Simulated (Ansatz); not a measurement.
A calculation with Ansatz (development build ahead of 0.2.0).

```yaml
crystal:
  periodic: [false, false, false]
  atoms:
    - { symbol: S, position_ang: [0.0, 0.0, -0.40103] }
    - { symbol: O, position_ang: [0.0, 1.35047, 0.40103] }
    - { symbol: O, position_ang: [0.0, -1.35047, 0.40103] }
basis:
  gaussian: { orbitals: cc-pVTZ }
hamiltonian:
  xc: hf
correlation:
  method: mp2
  frozen_orbitals: { O: 1, S: 5 }
```

The input is written out in the form of the current development build from the run's settings.

Results

* Converged: yes
* Reference energy: -547.22578 hartree
* Correlation energy: -0.69896 hartree
* Total energy: -547.92474 hartree
* Spin squared of the determinant: 0.000

Caution: in another basis set an unrestricted determinant lies well below.
